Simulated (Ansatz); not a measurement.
Reaction (isomerisation): `C1CCC1` → `CC1CC1`

Calculated with Ansatz (gas phase, PBE0-D4/def2-TZVP geometries, no zero-point term in ΔE). CCSD(T)/CBS is the MP2 limit (def2-TZVPP, def2-QZVPP) plus CCSD(T) − MP2 in def2-TZVPP, frozen cores. DFT in def2-TZVPP.

`C1CCC1`:

Z-matrix (Å, degrees):
```
C
C 1 1.541
C 1 1.541 2 88.3
H 1 1.093 2 111.3 3 112.2
H 1 1.091 2 118.1 3 -121.3
C 2 1.541 1 88.3 3 -19.5
H 2 1.091 1 118.1 3 -140.8
H 2 1.093 1 111.3 3 92.7
H 3 1.091 1 118.1 2 140.8
H 3 1.093 1 111.3 2 -92.7
H 6 1.091 2 118.1 1 140.8
H 6 1.093 2 111.3 1 -92.7
```

`CC1CC1`:

Z-matrix (Å, degrees):
```
C
C 1 1.501
H 1 1.094 2 111.4
H 1 1.094 2 111.4 3 120.6
H 1 1.094 2 110.7 3 -119.7
C 2 1.497 1 120.0 3 155.1
C 2 1.497 1 120.1 3 84.3
H 2 1.086 1 114.8 3 -60.3
H 6 1.084 2 117.4 1 -1.8
H 6 1.083 2 118.7 1 142.6
H 7 1.083 2 118.7 1 -142.6
H 7 1.084 2 117.4 1 1.8
```

```csv
level,ΔE (kJ/mol)
r2SCAN0-D4,-5.6
BHLYP-D4,-2.2
revPBE,-4.1
CCSD/def2-SVP,-0.3
```

What does CCSD(T)/CBS give? (An estimate is asked.)

Ansatz gave: +1.3 kJ/mol. The listed levels differ from it by -6.9, -3.5, -5.4, -1.6 kJ/mol.

Largest T1 diagnostic among the species: 0.008.

From BLYP to BHLYP (50 % exact exchange), in def2-TZVPP and without D4, ΔE moves by +3.0 kJ/mol. Leaving LDA and LC-ωPBE aside and taking each functional with its dispersion term where it has one, the values, not all of them listed here, spread over 7.5 kJ/mol, from r2SCAN-D4 to revPBE-D4.
